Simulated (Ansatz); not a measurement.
in.yaml

```yaml
crystal:
  periodic: [false, false, false]
  atoms:
    - {symbol: B, position_ang: [0.000000, 0.000000, 0.207806]}
    - {symbol: Be, position_ang: [0.000000, 0.000000, -1.605007]}
    - {symbol: H, position_ang: [0.000000, 0.000000, 1.397201]}
basis:
  gaussian: {orbitals: def2-mTZVP}
magnetization: {spin_polarized: false, initial_magnetization: 2}
correlation: {method: fic_mrcisd_q_relaxed, electrons: outside_noble_gas, active_space: {window: {electrons: 2, orbitals: 5}, states: [{multiplicity: 3, weights: [0.5, 1, 1, 1]}], root: 2}}
scf: {lower_state_search: light}
```

```sh
$ ansatz run in.yaml --threads 1 --pin off --events-out ev --progress --plain --max-ram 2393MiB
```

Task: Roughly how long does this take on 1 thread of Intel Xeon, shared host, and how much host memory?

Result: 2.6 s wall and 0.14 GiB.

```
591 factors; integrals over basis functions are off by at most 2.5e-7 eV
mean field evaluation 1: about -1080.6062 eV, gradient 9.1e0 eV
mean field evaluation 2: about -1080.6087 eV, gradient 9.1e0 eV
mean field evaluation 4: about -1082.0167 eV, gradient 1.0e0 eV
mean field evaluation 8: about -1082.0290 eV, gradient 1.6e-3 eV
mean field evaluation 16: about -1082.0290 eV, gradient 4.2e-4 eV
mean field evaluation 32: about -1081.6281 eV, gradient 5.6e0 eV
mean field -1082.02904977 eV, -39.7638341535 hartree, gradient 4.5e-6 eV, S^2 2.000000; 7 other end points of the search recorded, 0 dependent functions left out
reference -1082.02904977 eV, -39.7638341535 hartree; 6, 4 occupied and 27, 29 virtual orbitals, 591 factors
state -1081.96395906 eV, -39.7614421138 hartree
state -1081.96395906 eV, -39.7614421138 hartree
state -1080.90278647 eV, -39.7224447407 hartree
state -1078.16611042 eV, -39.6218737508 hartree
contracted CI cycle   1: correlation 0.00000000 eV, 0.0000000000 hartree, residual 1.12e1 eV
contracted CI cycle   2: correlation -2.23593397 eV, -0.0821690577 hartree, residual 1.90e0 eV
contracted CI cycle   3: correlation -2.32221039 eV, -0.0853396579 hartree, residual 5.88e-1 eV
contracted CI cycle   4: correlation -2.33127738 eV, -0.0856728636 hartree, residual 2.10e-1 eV
...
state -1081.96395906 eV, -39.7614421138 hartree; corrected -1084.44438947 eV, -39.8525962501 hartree
state -1081.96395906 eV, -39.7614421138 hartree; corrected -1084.44438947 eV, -39.8525962500 hartree
...
state -1080.90278647 eV, -39.7224447407 hartree; corrected -1083.62006752 eV, -39.8223029771 hartree
...
contracted CI cycle   2: correlation -2.27668466 eV, -0.0836666182 hartree, residual 2.14e0 eV
contracted CI cycle   3: correlation -2.39201491 eV, -0.0879049265 hartree, residual 6.99e-1 eV
contracted CI cycle   4: correlation -2.41005702 eV, -0.0885679621 hartree, residual 3.37e-1 eV
contracted CI cycle   5: correlation -2.41343656 eV, -0.0886921578 hartree, residual 1.54e-1 eV
contracted CI cycle   6: correlation -2.41407200 eV, -0.0887155096 hartree, residual 6.47e-2 eV
contracted CI cycle   7: correlation -2.41419485 eV, -0.0887200245 hartree, residual 2.91e-2 eV
contracted CI cycle   8: correlation -2.41421336 eV, -0.0887207044 hartree, residual 1.01e-2 eV
contracted CI cycle   9: correlation -2.41421520 eV, -0.0887207720 hartree, residual 3.29e-3 eV
contracted CI cycle  10: correlation -2.41421546 eV, -0.0887207816 hartree, residual 1.38e-3 eV
contracted CI cycle  11: correlation -2.41421549 eV, -0.0887207829 hartree, residual 4.73e-4 eV
state -1078.16611042 eV, -39.6218737508 hartree; corrected -1080.82517771 eV, -39.7195926713 hartree
an earlier search ended where averaged states of different weights were degenerate, so these states were given the mean of their weights and the orbitals were optimised with it
Total energy: -1083.62006752 eV, -39.8223029771 hartree
```

Natural occupations, averaged over the states: 0.6193 0.6193 0.4286 0.1665 0.1665.

Before any correction even the lowest state lies above the reference determinant, by 0.07 eV, so the averaged orbitals or the space serve it badly.
